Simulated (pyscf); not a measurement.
Optimised with ωB97X-D3(BJ)/def2-SVP in PySCF. MP2 and CC: frozen core, UHF for open shells. ΔMP2 is the change of the MP2 total energy from the triple- to the quadruple-zeta basis.

SMILES: [OH][Bi]([OH])[F]
```xyz
6

O      1.8098    -1.2698    -0.8848
Bi     1.1953     0.6624    -0.4873
O      1.6204     0.6698     1.5285
F     -0.7319     0.0305    -0.3136
H      1.0637    -1.8739    -0.7565
H      1.5392    -0.2079     1.9269
```
Charge 0, spin multiplicity 1.

Question: How much does it cost (ΔH, 298 K, CCSD(T)/def2-TZVPP + ΔMP2(QZVPP)) to split `[OH][Bi]([OH])[F]` at its Bi–F bond into HO–Bi•–OH + F•?

Answer: Bi–F to HO–Bi•–OH + F•: 109.6 kcal/mol. Other isomers of HO–Bi•–OH were not searched in full and may lie lower. The CCSD(T) − MP2 part came from Ansatz, without density fitting, on the same reference. The frozen core leaves the outer d or s,p core shells of the metals and heavy elements correlated in the MP2 and CC values, and def2-TZVPP describes them poorly, which can shift differences by a few kcal/mol. Left out: the spin-orbit lowering of F. Elements past Kr carry the def2 core potentials, without spin-orbit coupling.
